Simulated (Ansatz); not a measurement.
Rock-salt BaS, treated with B3LYP (VWN-RPA form) (Ansatz, an electronic-structure program, plane waves, PAW).

Numerical settings: plane-wave cutoff 460 eV, 8×8×8 k mesh, Fermi–Dirac smearing 0.01 eV, scalar-relativistic PAW data made under PBE.

Response to compression and expansion:

```tsv
V (Å³/atom)	P (GPa)	direct gap at Γ (eV)	smallest gap on the k mesh (eV)
31.890	3.45	5.260	3.542
32.565	2.34	5.141	3.571
33.422	1.09	4.998	3.603
34.002	0.33	4.904	3.623
35.136	-0.95	4.731	3.655
35.993	-1.79	4.607	3.675
```

The fundamental gap (3.63 eV at the equilibrium volume, on the SCF mesh) lies elsewhere than Γ–Γ.

Spin–orbit coupling is not included.
